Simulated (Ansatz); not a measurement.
Li (bcc, W type): values from a third-order Birch-Murnaghan fit to a volume scan beside measured ones. Computed values: PBE (plane waves to 420 eV, PAW, scalar-relativistic; Ansatz, an electronic-structure program). Li was relaxed with its symmetry unable to fall.

```json
[
 {"quantity": "Lattice constant a (Å)", "reference": "3.449", "kind": "measured, corrected to the static lattice", "PBE": "3.435", "difference": "-0.4 %"},
 {"quantity": "Bulk modulus B₀ (GPa)", "reference": "13.8", "kind": "measured, corrected to the static lattice", "PBE": "13.9", "difference": "+0.9 %"}
]
```

PBE underestimates the lattice constant a by 0.4 %. For the bulk modulus B₀ it lies within 5.3 % of the reference.

References as given in: Gábor I. Csonka, John P. Perdew, Adrienn Ruzsinszky et al., Physical Review B (2009), arXiv:0903.4037; H. Levämäki, M. P. J. Punkkinen, K. Kokko et al., Physical Review B (2014), arXiv:1402.3671.

(Under strain, the slope of the energy per volume gives the stress and its curvature an elastic modulus.)
